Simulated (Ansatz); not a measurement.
# C2H8N2O: the cost of one run

Computed with Ansatz 0.2.0, Gaussian basis. Level: functionals in def2-TZVPP, the program's frozen cores in correlated methods.

Plan: PBE-D4, r2SCAN-D4, PBE0-D4, B3LYP-D4, ωB97X-V, ωB97M-V, B2PLYP; CCSD(T)/def2-TZVPP; MP2/def2-QZVPP; extrapolation to the limit.

## (1) The relaxed structure

All runs share one geometry, relaxed beforehand with PBE0-D4 in a triple-zeta def2 set.

SMILES `NCNCO`, 13 atoms, charge 0, spin multiplicity 1.

Atoms are counted from 1 here; the program's logs count them from 0.

Bond lengths: N1–C2 1.456 Å, N1–H6 1.013 Å, N1–H7 1.013 Å, C2–N3 1.440 Å, C2–H8 1.100 Å, C2–H9 1.094 Å, N3–C4 1.423 Å, N3–H10 1.012 Å, C4–O5 1.427 Å, C4–H11 1.092 Å, C4–H12 1.096 Å, O5–H13 0.962 Å. Angles: C2–N1–H6 110.7°, C2–N1–H7 109.8°, H6–N1–H7 108.3°, N1–C2–N3 113.3°, N1–C2–H8 113.8°, N1–C2–H9 107.4°, N3–C2–H8 106.4°, N3–C2–H9 108.6°, H8–C2–H9 107.1°, C2–N3–C4 116.5°, C2–N3–H10 110.6°, C4–N3–H10 112.4°, N3–C4–O5 116.7°, N3–C4–H11 108.9°, N3–C4–H12 108.2°, O5–C4–H11 104.2°, O5–C4–H12 110.1°, H11–C4–H12 108.4° and more.

## (2) PBE-D4 (GGA)

Contents of in.yaml:

```yaml
crystal:
  periodic: [false, false, false]
  atoms:
    - {symbol: N, position_ang: [-0.595229, 1.371146, 0.787982]}
    - {symbol: C, position_ang: [-0.415337, -0.043541, 1.083519]}
    - {symbol: N, position_ang: [0.701871, -0.631710, 0.392040]}
    - {symbol: C, position_ang: [0.503709, -0.945574, -0.981376]}
    - {symbol: O, position_ang: [0.105584, 0.127865, -1.832435]}
    - {symbol: H, position_ang: [-1.241482, 1.794324, 1.442777]}
    - {symbol: H, position_ang: [-0.971413, 1.482181, -0.145931]}
    - {symbol: H, position_ang: [-1.291590, -0.662686, 0.840535]}
    - {symbol: H, position_ang: [-0.245994, -0.133567, 2.160552]}
    - {symbol: H, position_ang: [1.542610, -0.089235, 0.546452]}
    - {symbol: H, position_ang: [-0.310101, -1.669387, -1.065799]}
    - {symbol: H, position_ang: [1.420642, -1.408845, -1.362532]}
    - {symbol: H, position_ang: [0.817128, 0.774330, -1.850983]}
basis:
  gaussian: {orbitals: def2-TZVPP}
hamiltonian: {xc: pbe, dispersion: d4}
output: {forces: true, orbitals: {seedname: orbitals}}
```

The run is started by

```sh
$ ansatz run in.yaml --threads 4 --pin off --events-out ev --progress --plain --max-ram 10444MiB
```

Q: Estimate wall time and peak memory on 4 threads of Arm Neoverse N1, shared host.

About 4.1 s, with a peak of 0.32 GiB.
